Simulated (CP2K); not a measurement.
# SiH4 (silane): PBE0/TZV2P-MOLOPT-PBE0-GTH (core potential)

Aim: the energy change on altering one bond length of SiH4 (silane) at PBE0/TZV2P-MOLOPT-PBE0-GTH (core potential), from 2 runs. 

Program for the calculation: CP2K 2026.2.

2 further runs of the same task are left out: 2 that didn't finish.

### 1 The system as given

The species is SiH4 (5 atoms), meant as a singlet with charge 0. As SMILES, `[SiH4]`. The shape is that of a PBE0-D4/def2-TZVP optimisation.

Bond lengths: Si1–H2 1.485 Å, Si1–H3 1.485 Å, Si1–H4 1.485 Å, Si1–H5 1.485 Å. Angles: H2–Si1–H3 109.5°, H2–Si1–H4 109.5°, H2–Si1–H5 109.5°, H3–Si1–H4 109.5°, H3–Si1–H5 109.5°, H4–Si1–H5 109.5°.

### 2 A single-point energy at PBE0/TZV2P-MOLOPT-PBE0-GTH (core potential)

Input file molecule.xyz:

```xyz
5

Si     0.000000     0.000000    -0.000100
H      0.967600    -0.688400     0.890900
H     -1.331000     0.044900     0.656000
H     -0.105100    -0.740300    -1.282600
H      0.468500     1.383800    -0.264200
```

Input file qs.inp:

```
&FORCE_EVAL
    METHOD QS
    &DFT
        BASIS_SET_FILE_NAME BASIS_MOLOPT_UZH
        BASIS_SET_FILE_NAME BASIS_ADMM_UZH
        POTENTIAL_FILE_NAME POTENTIAL_UZH
        &QS
            METHOD GPW
            EPS_DEFAULT 1.0E-10
        &END QS
        # plane-wave cutoff in Ry
        &MGRID
            CUTOFF 400
            REL_CUTOFF 50
            NGRIDS 4
        &END MGRID
        &POISSON
            PERIODIC NONE
            POISSON_SOLVER MULTIPOLE
        &END POISSON
        # self-consistent field
        &SCF
            SCF_GUESS ATOMIC
            EPS_SCF 1.0E-06
            MAX_SCF 100
            ADDED_MOS 3
            &DIAGONALIZATION
                ALGORITHM STANDARD
            &END DIAGONALIZATION
            &MIXING
                METHOD DIRECT_P_MIXING
                ALPHA 0.4
            &END MIXING
        &END SCF
        &XC
            &XC_FUNCTIONAL
                &PBE
                    SCALE_X 0.75
                    SCALE_C 1.0
                &END PBE
            &END XC_FUNCTIONAL
            &HF
                FRACTION 0.25
                &SCREENING
                    EPS_SCHWARZ 1.0E-09
                &END SCREENING
                &MEMORY
                    MAX_MEMORY 1050
                &END MEMORY
            &END HF
        &END XC
        &AUXILIARY_DENSITY_MATRIX_METHOD
            ADMM_TYPE ADMMS
            EXCH_CORRECTION_FUNC PBEX
        &END AUXILIARY_DENSITY_MATRIX_METHOD
        # extra output
        &PRINT
            &MOMENTS
                PERIODIC F
                REFERENCE COM
                MAX_MOMENT 1
            &END MOMENTS
            &MO ON
                ENERGIES T
                OCCUPATION_NUMBERS T
                NDIGITS 6
                &EACH
                    QS_SCF 0
                &END EACH
                ADD_LAST NUMERIC
            &END MO
            &HIRSHFELD OFF
            &END HIRSHFELD
        &END PRINT
    &END DFT
    # atoms, cell and kinds
    &SUBSYS
        # box in angstrom
        &CELL
            ABC 9.3 9.1 9.2
            PERIODIC NONE
        &END CELL
        &TOPOLOGY
            COORD_FILE_NAME molecule.xyz
            COORD_FILE_FORMAT XYZ
            &CENTER_COORDINATES
            &END CENTER_COORDINATES
        &END TOPOLOGY
        &KIND Si
            BASIS_SET ORB TZV2P-MOLOPT-PBE0-GTH-q4
            BASIS_SET AUX_FIT admm-tzp-q4
            POTENTIAL GTH-PBE0-q4
        &END KIND
        &KIND H
            BASIS_SET ORB TZV2P-MOLOPT-PBE0-GTH-q1
            BASIS_SET AUX_FIT admm-tzp-q1
            POTENTIAL GTH-PBE0-q1
        &END KIND
    &END SUBSYS
&END FORCE_EVAL

&GLOBAL
    PROJECT_NAME qs
    RUN_TYPE ENERGY
    PRINT_LEVEL MEDIUM
&END GLOBAL
```

Launch:

```
$ OMP_NUM_THREADS=1 cp2k.psmp qs.inp > qs.out
```

The log of the run:

```text
CP2K| version string:                                       CP2K version 2026.2
[...]
 GLOBAL| Method name                                                        CP2K
[...]
 GLOBAL| Run type                                                         ENERGY
[...]
 DFT| Spin restricted Kohn-Sham (RKS) calculation                            RKS
 DFT| Multiplicity                                                             1
[...]
 DFT| Charge                                                                   0
[...]
 FUNCTIONAL| PBE:
 QS| Method:                                                                 GPW
[...]
 QS| Density cutoff [a.u.]:                                                200.0
[...]
 QS| Relative density cutoff [a.u.]:                                        25.0
[...]
                             - Atoms:                                          5
[...]
                             - Spherical basis functions:                     85
[...]
 Number of electrons:                                                          8
[...]
     1 P_Mix/Diag. 0.40E+00    2.2     2.57938698        -5.5454516175 -5.55E+00
[...]
    14 DIIS/Diag.  0.14E-06    2.1     0.00000017        -6.2843640652 -7.69E-12
  *** SCF run converged in    14 steps ***
[...]
  Overlap energy of the core charge distribution:               0.00000005485218
  Self energy of the core charge distribution:                -15.74810337463123
  Core Hamiltonian energy:                                      4.10785031882872
  Hartree energy:                                               7.94625011941438
  Exchange-correlation energy:                                 -1.98899045669675
  Hartree-Fock Exchange energy:                                -0.60137072697737
  Total energy:                                                -6.28436406521007
[...]
                     Mulliken Population Analysis
 #  Atom  Element  Kind  Atomic population                           Net charge
       1     Si       1          3.753746                              0.246254
       2     H        2          1.061799                             -0.061799
       3     H        2          1.061503                             -0.061503
       4     H        2          1.061541                             -0.061541
       5     H        2          1.061411                             -0.061411
 # Total charge                              8.000000                 -0.000000
[...]
  Dipole moment [Debye]
    X= -0.1773650E-02 Y=  0.2608840E-02 Z= -0.2025790E-02  Total=      0.0037491
 ENERGY| Total FORCE_EVAL ( QS ) energy [hartree]             -6.284364065210072
[...]
```

It took 31 s on 1 thread of Arm Neoverse V1, shared host; peak memory 0.84 GiB.

### 3 The distorted shape

Input file molecule.inp:

```
&GLOBAL
  PROJECT_NAME molecule
  RUN_TYPE ENERGY
  PRINT_LEVEL MEDIUM
&END GLOBAL
&FORCE_EVAL
  METHOD QS
  &DFT
    BASIS_SET_FILE_NAME BASIS_MOLOPT_UZH
    BASIS_SET_FILE_NAME BASIS_ADMM_UZH
    POTENTIAL_FILE_NAME POTENTIAL_UZH
    # Quickstep
    &QS
      METHOD GPW
      EPS_DEFAULT 1.0E-10
    &END QS
    &MGRID
      CUTOFF 400
      REL_CUTOFF 50
      NGRIDS 4
    &END MGRID
    # no periodic images
    &POISSON
      PERIODIC NONE
      POISSON_SOLVER MULTIPOLE
    &END POISSON
    # SCF settings
    &SCF
      SCF_GUESS ATOMIC
      EPS_SCF 1.0E-06
      MAX_SCF 40
      &OT
        MINIMIZER DIIS
        PRECONDITIONER FULL_ALL
      &END OT
      &OUTER_SCF
        EPS_SCF 1.0E-06
        MAX_SCF 5
      &END OUTER_SCF
    &END SCF
    # exchange and correlation
    &XC
      &XC_FUNCTIONAL
        &PBE
          SCALE_X 0.75
          SCALE_C 1.0
        &END PBE
      &END XC_FUNCTIONAL
      # exact exchange
      &HF
        FRACTION 0.25
        &SCREENING
          EPS_SCHWARZ 1.0E-09
        &END SCREENING
        &MEMORY
          MAX_MEMORY 1050
        &END MEMORY
      &END HF
    &END XC
    &AUXILIARY_DENSITY_MATRIX_METHOD
      ADMM_TYPE ADMMS
      EXCH_CORRECTION_FUNC PBEX
    &END AUXILIARY_DENSITY_MATRIX_METHOD
    &PRINT
      &MOMENTS
        PERIODIC F
        REFERENCE COM
        MAX_MOMENT 1
      &END MOMENTS
      &MO_CUBES
        NLUMO 3
        NHOMO -1
        WRITE_CUBE F
      &END MO_CUBES
      &HIRSHFELD OFF
      &END HIRSHFELD
    &END PRINT
  &END DFT
  &SUBSYS
    &CELL
      ABC 9.3 10.2 9.2
      PERIODIC NONE
    &END CELL
    &COORD
      Si    -0.374786    -1.106999     0.211172
      H      0.592814    -1.795399     1.102172
      H     -1.705786    -1.062099     0.867272
      H     -0.479886    -1.847299    -1.071328
      H      0.468500     1.383800    -0.264200
    &END COORD
    &TOPOLOGY
      &CENTER_COORDINATES
      &END CENTER_COORDINATES
    &END TOPOLOGY
    &KIND Si
      BASIS_SET ORB TZV2P-MOLOPT-PBE0-GTH-q4
      BASIS_SET AUX_FIT admm-tzp-q4
      POTENTIAL GTH-PBE0-q4
    &END KIND
    &KIND H
      BASIS_SET ORB TZV2P-MOLOPT-PBE0-GTH-q1
      BASIS_SET AUX_FIT admm-tzp-q1
      POTENTIAL GTH-PBE0-q1
    &END KIND
  &END SUBSYS
&END FORCE_EVAL
```

Launch:

```
$ OMP_NUM_THREADS=1 cp2k.psmp molecule.inp > molecule.out
```

The log of the run, shortened:

```text
CP2K| version string:                                       CP2K version 2026.2
[...]
 GLOBAL| Method name                                                        CP2K
[...]
 GLOBAL| Run type                                                         ENERGY
[...]
 DFT| Spin restricted Kohn-Sham (RKS) calculation                            RKS
 DFT| Multiplicity                                                             1
[...]
 DFT| Charge                                                                   0
[...]
 FUNCTIONAL| PBE:
 QS| Method:                                                                 GPW
[...]
 QS| Density cutoff [a.u.]:                                                200.0
[...]
 QS| Relative density cutoff [a.u.]:                                        25.0
[...]
                             - Atoms:                                          5
[...]
                             - Spherical basis functions:                     85
[...]
 Number of electrons:                                                          8
[...]
     1 OT DIIS     0.15E+00    2.3     0.17521573        -5.5198140392 -5.52E+00
[...]
    18 OT DIIS     0.15E+00    2.1     0.00000066        -6.1607315903 -4.01E-11
  *** SCF run converged in    18 steps ***
[...]
  Overlap energy of the core charge distribution:               0.00000004115173
  Self energy of the core charge distribution:                -15.74810337463123
  Core Hamiltonian energy:                                      3.84111932807081
  Hartree energy:                                               8.18237449997912
  Exchange-correlation energy:                                 -1.87861999861033
  Hartree-Fock Exchange energy:                                -0.55750208622992
  Total energy:                                                -6.16073159026982
[...]
                     Mulliken Population Analysis
 #  Atom  Element  Kind  Atomic population                           Net charge
       1     Si       1          3.820441                              0.179559
       2     H        2          1.037929                             -0.037929
       3     H        2          1.037301                             -0.037301
[...]
  Dipole moment [Debye]
    X= -0.5564267E+00 Y= -0.1617393E+01 Z=  0.3113471E+00  Total=      1.7385364
[...]
 HOMO - LUMO gap [eV] :    4.542370
 ENERGY| Total FORCE_EVAL ( QS ) energy [hartree]             -6.160731590269823
[...]
```

Run time: 41 s. Hardware: 1 thread of Arm Neoverse V1, shared host; peak memory 0.88 GiB.

### 4 Summary of results

Level: PBE0/TZV2P-MOLOPT-PBE0-GTH (core potential).

| quantity | value |
| --- | --- |
| first shape: total energy | -6.28436 Eh |
| first shape: dipole moment | 0.00 D |
| first shape: HOMO energy | -9.83 eV |
| first shape: LUMO energy | 1.28 eV |
| first shape: HOMO–LUMO gap | 11.11 eV |
| distorted shape: total energy | -6.16073 Eh |
| distorted shape: dipole moment | 1.74 D |
| distorted shape: HOMO energy | -7.25 eV |
| distorted shape: LUMO energy | -2.70 eV |
| distorted shape: HOMO–LUMO gap | 4.54 eV |
| energy change with the Si1–H5 bond stretched from 1.485 to 2.672 Å | 3.364 eV |

In words: With the Si1–H5 bond stretched from 1.485 to 2.672 Å the energy rises by 3.36 eV (78 kcal/mol). A restricted reference can't describe the breaking bond well at this length.
